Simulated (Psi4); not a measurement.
# HNO (nitroxyl) at BP86/def2-TZVPD (sweep point 7)

Wanted: a geometry optimisation of HNO (nitroxyl). 

The calculation is run with Psi4 1.11.

## (1) The system as given

The species is HNO (3 atoms), meant as a singlet with charge 0. SMILES: `N=O`. The coordinates come from a GFN2-xTB relaxation. The run starts from this shape.

Bond lengths: N1–O2 1.201 Å, N1–H3 1.062 Å. Angles: O2–N1–H3 112.4°.

## (2) A structure relaxation at BP86/def2-TZVPD (sweep point 7)

hno.dat

```
memory 1600 mb

molecule geom {
  N     -0.52145103     0.56166440    -0.21690276
  O      1.45240570     0.78996221     0.88089583
  H     -0.93095468    -1.35160771    -0.66401197
  units au
  symmetry c1
}

set globals {
  basis                def2-TZVPD
  reference            rks
  puream               true
  scf_type             pk
  dft_radial_points    150
  dft_spherical_points 974
  g_convergence        gau_tight
  geom_maxiter         50
}

optimize("bp86")
```

Launch:

```sh
psi4 hno.dat hno.out -n 1
```

Q: Predict the results. Wanted: total energy at the end; dipole moment; HOMO energy; LUMO energy; HOMO–LUMO gap.

Answer, from the run:

At BP86/def2-TZVPD (sweep point 7):

| quantity | value |
| --- | --- |
| total energy at the end | -130.53911 Eh |
| dipole moment | 1.51 D |
| HOMO energy | -5.68 eV |
| LUMO energy | -4.50 eV |
| HOMO–LUMO gap | 1.17 eV |

**Reading.** At the final geometry: Bond lengths: N1–O2 1.209 Å, N1–H3 1.083 Å. Angles: O2–N1–H3 108.7°. The optimisation took 7 steps and changed the energy by -0.024 eV.
